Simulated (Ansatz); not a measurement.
# AlH6PS: the cost of one run

All numbers below are computed with Ansatz 0.2.0 (RKS B3LYP/def2-SVP).

### 1 The structure to begin with

Bond lengths: Al1–S2 2.637 Å, Al1–H3 1.542 Å, Al1–H4 1.536 Å, Al1–P6 2.664 Å, S2–H7 1.335 Å, P6–H8 1.380 Å, P6–H9 1.390 Å. Angles: Al1–S2–H7 85.3°, S2–Al1–H3 106.4°, S2–Al1–H4 117.9°, S2–Al1–P6 86.1°, H3–Al1–H4 121.3°, H3–Al1–P6 105.3°, H4–Al1–P6 113.9°, Al1–P6–H8 131.0°, Al1–P6–H9 95.6°, H8–P6–H9 94.8°.

Structure file:

```xyz
9

Al   -1.1227    0.3068   -0.6658
S     1.0337    1.8041   -0.4140
H    -0.9085   -0.5560   -1.9256
H    -2.4834    0.9505   -0.3619
H     0.5103    0.3335    0.4809
P    -0.1374   -1.1311    1.3486
H     1.5681    0.9953   -1.3312
H     0.8087   -0.8210    2.3035
H     0.7311   -1.8821    0.5656
```

### 2 Pulling towards end A

Springs on the bonds that form and break draw the guess towards this end; the thresholds are loose.

Contents of input.yaml:

```yaml
crystal:
  periodic: [false, false, false]
  atoms:
    - { symbol: Al, position_ang: [-1.1227, 0.3068, -0.6658] }
    - { symbol: S, position_ang: [1.0337, 1.8041, -0.414] }
    - { symbol: H, position_ang: [-0.9085, -0.556, -1.9256] }
    - { symbol: H, position_ang: [-2.4834, 0.9505, -0.3619] }
    - { symbol: H, position_ang: [0.5103, 0.3335, 0.4809] }
    - { symbol: P, position_ang: [-0.1374, -1.1311, 1.3486] }
    - { symbol: H, position_ang: [1.5681, 0.9953, -1.3312] }
    - { symbol: H, position_ang: [0.8087, -0.821, 2.3035] }
    - { symbol: H, position_ang: [0.7311, -1.8821, 0.5656] }
basis:
  gaussian: { orbitals: def2-SVP }
hamiltonian:
  xc: b3lyp
relax:
  f_tol: 0.15
  max_steps: 25
  restrain:
    - { distance: [0, 5], at: 3.58, k: 30.0 }
    - { distance: [4, 1], at: 2.66, k: 30.0 }
    - { distance: [0, 1], at: 2.26, k: 30.0 }
    - { distance: [4, 5], at: 1.38, k: 30.0 }
```

On the command line:

```sh
> ansatz run input.yaml --threads 2 --pin off --max-ram 3072MiB --backend cpu --events-out ev --progress --plain --runs-dir out
```

What time and memory should one allow on 2 threads of AMD EPYC 9B45 (Zen 5), shared host?

About 12 s, with a peak of 0.19 GiB.
